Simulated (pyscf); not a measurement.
**Four-centre exchange: O=B–OH + ammonia (NH₃) → water (H₂O) + H₂N–B=O**

Gas phase, singlet surface, charge 0. Bonds broken: O1–B2, N5–H6. Bonds formed: O1–H6, B2–N5. Optimised with ωB97X-D3(BJ)/def2-SVP in PySCF. Correlated levels are frozen-core, on RHF or UHF. ΔMP2 is the change of the MP2 total energy from the triple- to the quadruple-zeta basis.

Transition state (Å):

```xyz
8

O     -2.0386     0.4879    -0.2624
B     -0.8930    -0.5756    -0.0551
O     -0.8628    -1.5743     0.6747
H     -2.5270     0.7506     0.5291
N      0.0538     0.2837    -0.9419
H     -1.0979     1.0122    -0.6914
H      0.9712     0.4308    -0.5234
H      0.1902    -0.0753    -1.8868
```

One imaginary mode, 1319i cm⁻¹; descent along it reached the two sides named, in the forms told below.

```
bond   change  reactant side (Å)  saddle  product side
-----  ------  -----------------  ------  ------------
O1–B2  breaks              1.392   1.577           2.7
N5–H6  breaks              1.022   1.386           3.3
O1–H6   forms                2.7   1.159         0.966
B2–N5   forms              1.685   1.556         1.387
```

Electronic energies relative to the separated reactants (eV):

```json
[
 {"level": "ωB97X-D3(BJ)/def2-TZVP", "barrier": "0.92", "reaction energy": "+0.19", "reverse barrier": "0.73"},
 {"level": "PBE/def2-TZVP", "barrier": "0.74", "reaction energy": "+0.20", "reverse barrier": "0.54"},
 {"level": "r²SCAN/def2-TZVP", "barrier": "0.81", "reaction energy": "+0.23", "reverse barrier": "0.58"},
 {"level": "B3LYP-D3(BJ)/def2-TZVP", "barrier": "0.97", "reaction energy": "+0.20", "reverse barrier": "0.77"},
 {"level": "PBE0-D3(BJ)/def2-TZVP", "barrier": "0.77", "reaction energy": "+0.19", "reverse barrier": "0.59"},
 {"level": "M06-2X/def2-TZVP", "barrier": "0.87", "reaction energy": "+0.22", "reverse barrier": "0.65"},
 {"level": "ωB97M-D3(BJ)/def2-TZVP", "barrier": "0.93", "reaction energy": "+0.20", "reverse barrier": "0.73"},
 {"level": "HF/def2-TZVP", "barrier": "1.63", "reaction energy": "+0.25", "reverse barrier": "1.38"},
 {"level": "MP2/def2-QZVPP", "barrier": "0.98", "reaction energy": "+0.17", "reverse barrier": "0.81"},
 {"level": "CCSD/def2-TZVPP", "barrier": "1.10", "reaction energy": "+0.20", "reverse barrier": "0.90"},
 {"level": "CCSD(T)/def2-TZVPP", "barrier": "1.00", "reaction energy": "+0.20", "reverse barrier": "0.80"},
 {"level": "CCSD(T)/def2-TZVPP + ΔMP2(QZVPP)", "barrier": "1.02", "reaction energy": "+0.18", "reverse barrier": "0.84"}
]
```

With CCSD(T)/def2-TZVPP + ΔMP2(QZVPP) energies and thermal terms (ideal gas, 1 atm, RRHO with modes under 100 cm⁻¹ raised to 100, one conformer, R ln 2 for chiral ones without a mode under 150 cm⁻¹), in eV:

```csv
T (K),ΔH‡,ΔG‡,ΔH,ΔG
298,0.98,1.43,+0.16,+0.14
600,0.98,1.89,+0.18,+0.11
900,1.01,2.34,+0.19,+0.07
1200,1.05,2.78,+0.19,+0.03
```

On the reactant side the descent ends in an adduct with a B–N contact, 0.75 eV under the separated species and 1.67 eV under the saddle at ωB97X-D3(BJ)/def2-TZVP. On the product side the descent ends in a complex (not fully relaxed), 0.33 eV under the separated species and 1.06 eV under the saddle at ωB97X-D3(BJ)/def2-TZVP. What is counted as formed (B–N) is already present as a longer contact in the reactant adduct; forming that adduct is a step of its own. The products may also form a dative adduct at H₂N–B=O; it and routes through it were not searched. The same reactants have a lower exit, to H₂N–B(OH)–OH (barrier +0.24 eV at ωB97M-D3(BJ), against +0.93 eV here). One saddle was located; it need not be the lowest between these sides. The CCSD(T) − MP2 part came from Ansatz, without density fitting, on the same reference.
